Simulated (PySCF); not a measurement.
## How methods differ on the ionisation energy of O

O [He] 2s2 2p4 (3P) → O⁺ [He] 2s2 2p3 (4S), as a difference of total energies. Calculation: PySCF 2.14, in aug-cc-pV5Z; the non-relativistic Hamiltonian (point nucleus). Correlated levels: valence: 1s2 frozen. The calculations carry no spin-orbit coupling.

```tsv
method	ionisation energy (eV)	plus first-order spin-orbit estimate	error of that sum (eV)
UHF	12.024	12.033	-1.585
LDA	14.004	14.013	+0.395
PBE	14.061	14.071	+0.453
PBE0	13.847	13.857	+0.239
r2SCAN	13.715	13.724	+0.106
LC-wPBE	14.126	14.135	+0.517
TPSS	14.042	14.052	+0.434
TPSSh	13.953	13.963	+0.345
MP2 (valence)	13.483	13.492	-0.126
SCS-MP2 (valence)	13.623	13.632	+0.014
```

Reference: 13.618 eV (measured; NIST Atomic Spectra Database, ionization energies).

A first-order spin-orbit estimate (lowest level to lowest level, LS coupling) adds 0.010 eV.

Errors of the correlated levels include the incompleteness of this basis and the frozen core.
